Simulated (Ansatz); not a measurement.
A made-up structure of AlBH2Cl, doublet:

```
5
angstrom
B -0.6837 0.7125 -0.4881
Al 0.6887 -0.7239 0.5125
Cl 2.1446 -2.2251 1.4809
H -1.8667 0.2544 -0.9072
H -0.2829 1.9822 -0.5980
```

It is relaxed with PBE-D4/def2-SVP and then PBE0-D4/def2-TZVP (Ansatz 0.2.0). Atoms count as bonded within 1.22 times the sum of their covalent radii (H–H: 0.88 Å). The end point is not checked to be a true minimum.

**Question.** Does its bonding change? (Judge from chemistry; the calculation decides.)

**Answer.** By the calculation: No: no bond forms or breaks.

Where it ends: The first stage lowers the energy by 0.77 eV in 11 steps. It ends as AlBH₂Cl ([BH2][Al][Cl]):
B1  (-0.580, 0.620, -0.503)
Al2  (0.528, -0.602, 0.649)
Cl3  (1.959, -2.010, 1.226)
H4  (-1.660, 0.224, -0.824)
H5  (-0.246, 1.767, -0.548)
(Å)

Labels in which every atom is bracketed show which atoms are joined, not bond orders.

For scale, one of the runs: PBE0-D4/def2-TZVP relaxation, 117 basis functions, launched by `ansatz run in.yaml --threads 2 --pin off --events-out ev --progress --plain --max-ram 4352MiB`. The run took about 25 s on 2 CPU threads of an Arm Neoverse V1 (shared host).
